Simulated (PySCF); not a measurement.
All runs: PySCF with density fitting, gas phase, non-relativistic, closed shells, each molecule at its own PBE0-D3(BJ)/def2-SVP geometry. All basis functions are spherical. Starting from PBE0/def2-SVPD, one thing was changed at a time: the functional to wB97X-D, the functional to CAM-B3LYP, the basis to 6-31G*, the functional to BHandHLYP, the functional to LC-wPBE.

Changes against PBE0/def2-SVPD in 4 molecules:

```
    molecule  changed to  mean static polarisability (au)  lowest singlet excitation energy (eV)  lowest triplet excitation energy (Tamm–Dancoff) (eV)  HOMO energy (eV)
       C1CC1     wB97X-D                              0.0                                  +0.35                                                 +0.38             -1.90
       C1CC1   CAM-B3LYP                              0.0                                  +0.06                                                 +0.04             -1.41
       C1CC1      6-31G*                             -6.0                                  +1.42                                                 +1.21             +0.29
       C1CC1   BHandHLYP                             -0.6                                  +0.29                                                 +0.27             -1.21
       C1CC1     LC-wPBE                             -1.0                                  +0.76                                                 +0.70             -2.84
          CO     wB97X-D                             -0.1                                  +0.26                                                 +0.33             -1.97
          CO   CAM-B3LYP                             +0.1                                  -0.06                                                 -0.05             -1.52
          CO      6-31G*                             -5.3                                  +1.07                                                 +0.80             +0.50
          CO   BHandHLYP                             -0.6                                  +0.46                                                 +0.42             -1.66
          CO     LC-wPBE                             -0.5                                  +0.39                                                 +0.34             -2.85
        C=CC     wB97X-D                             +0.1                                  +0.31                                                 +0.17             -1.87
        C=CC   CAM-B3LYP                              0.0                                  +0.07                                                 +0.03             -1.35
        C=CC      6-31G*                             -8.1                                  +0.87                                                 +0.04             +0.30
        C=CC   BHandHLYP                             -0.5                                  +0.13                                                 -0.09             -0.97
        C=CC     LC-wPBE                             -1.0                                  +0.51                                                 -0.12             -2.76
FC(F)=C(F)Cl     wB97X-D                             -0.1                                  +0.19                                                 +0.10             -1.87
FC(F)=C(F)Cl   CAM-B3LYP                              0.0                                  +0.16                                                 -0.03             -1.40
FC(F)=C(F)Cl      6-31G*                            -10.8                                  +0.02                                                 +0.07             +0.51
FC(F)=C(F)Cl   BHandHLYP                             -1.2                                  +0.37                                                 -0.06             -1.26
FC(F)=C(F)Cl     LC-wPBE                             -0.5                                  +0.39                                                 -0.15             -2.70
```

For `BN` the PBE0/def2-SVPD run gave mean static polarisability 26.2 au, lowest singlet excitation energy 7.19 eV, lowest triplet excitation energy (Tamm–Dancoff) 6.05 eV, HOMO energy -8.75 eV. The changed runs lost their labels:

| run | mean static polarisability (au) | lowest singlet excitation energy (eV) | lowest triplet excitation energy (Tamm–Dancoff) (eV) | HOMO energy (eV) |
| --- | --- | --- | --- | --- |
| A | 26.2 | 7.29 | 6.34 | -10.68 |
| B | 25.5 | 7.52 | 6.42 | -10.00 |
| C | 25.6 | 7.29 | 6.33 | -11.68 |
| D | 19.5 | 7.55 | 6.08 | -8.36 |
| E | 26.2 | 7.22 | 6.25 | -10.20 |

Question: Which run belongs to which change?

Answer: A: wB97X-D; B: BHandHLYP; C: LC-wPBE; D: 6-31G*; E: CAM-B3LYP.

```tsv
run	change of mean static polarisability (au), here / mean of the others	change of lowest singlet excitation energy (eV), here / mean of the others	change of lowest triplet excitation energy (Tamm–Dancoff) (eV), here / mean of the others	change of HOMO energy (eV), here / mean of the others	next best match
A	0.0 / 0.0	+0.10 / +0.28	+0.29 / +0.24	-1.93 / -1.90	CAM-B3LYP
B	-0.7 / -0.7	+0.33 / +0.31	+0.37 / +0.14	-1.25 / -1.28	CAM-B3LYP
C	-0.6 / -0.8	+0.10 / +0.51	+0.28 / +0.19	-2.93 / -2.79	wB97X-D
D	-6.7 / -7.6	+0.36 / +0.84	+0.03 / +0.53	+0.39 / +0.40	BHandHLYP
E	0.0 / 0.0	+0.03 / +0.06	+0.20 / 0.00	-1.45 / -1.42	BHandHLYP
```

Each run is given to the change whose mean effect on the other molecules lies nearest, every quantity measured in units of its scatter between molecules.

Question: Would one quantity have been enough? Give each run to the change with the nearest mean effect on that quantity alone.

Answer: HOMO energy: 5 of 5 runs rightly; mean static polarisability: 3 of 5 runs rightly; lowest singlet excitation energy: 2 of 5 runs rightly; lowest triplet excitation energy (Tamm–Dancoff): 1 of 5 runs rightly.

Only sets that this rule tells apart clearly are shown.
